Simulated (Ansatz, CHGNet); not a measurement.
For hcp Ti, the machine-learned potential CHGNet 0.3.0 (trained on PBE and PBE+U data) gives:

```
Property              Result
-------------------  -------
lattice parameter a  2.931 Å
lattice parameter c  4.687 Å
```

**Question.** What does r²SCAN (PAW; Ansatz, a program for electronic structure) give for the same quantities?

**Answer.** 
- lattice constant a: 2.936 Å (grows by 0.2 %)
- lattice parameter c: 4.638 Å (falls by 1.0 %)

For comparison: lattice constant a 2.950 Å (measured, 293 K, no zero-point or thermal correction; as tabulated in Wikipedia's data pages); lattice parameter c 4.683 Å (measured, 293 K, no zero-point or thermal correction; as tabulated in Wikipedia's data pages).

Changes are worked out from the printed values.

Unless a cell is named, each level is at its own relaxed cell (CHGNet 0.3.0 17.44, r²SCAN 17.31 Å³/atom).

Ansatz's density-functional and Hartree–Fock values are scalar-relativistic unless marked +SOC, with PAW data made under PBE.
